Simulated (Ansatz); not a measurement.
System: corundum (α-Al2O3). Method: r²SCAN (plane waves, PAW; Ansatz, a first-principles code).

Numerical settings: plane-wave cutoff 600 eV, 6×6×6 k mesh, finite displacements, scalar-relativistic PAW data made under PBE.

Cell (relaxed at this level):

Al2O3 is taken in the trigonal space group R-3c, hexagonal axes (No. 167), the corundum structure, Pearson symbol hR10. Conventional cell: a = 4.759 Å, b = 4.759 Å, c = 12.994 Å, α = 90.00°, β = 90.00°, γ = 120.00°. Al on 12c is coordinated by 3 O at 1.856 Å and 3 O at 1.970 Å (octahedral). O on 18e sees 2 Al at 1.856 Å and 2 Al at 1.970 Å. (Neighbours: up to the widest gap in distance over summed covalent radii, below 1.35, at either atom; cation-cation and far metal-metal contacts left out.)
(The calculation used a cell of 10 atoms; values per cell refer to that cell.)

Give the computed high-frequency dielectric constant (mean over three axes) and dielectric constant ε0 (ions relaxed) (mean over three axes).


- high-frequency dielectric constant (mean over three axes) = 3.06
- dielectric constant ε0 (ions relaxed) (mean over three axes) = 9.95

Measured, for comparison: high-frequency dielectric constant 3.1 (temperature not stated, no zero-point or thermal correction, mean; as tabulated in Skone et al. (2014), arXiv:1501.03184); static dielectric constant 10.1 (temperature not stated, no zero-point or thermal correction, mean of the two values across and the one along c; as tabulated in Stokey et al. (2021), arXiv:2108.12058). Computed (rounded) less measured: high-frequency dielectric constant -1 %, static dielectric constant -1 %.

The result took very roughly 14 core-minutes.
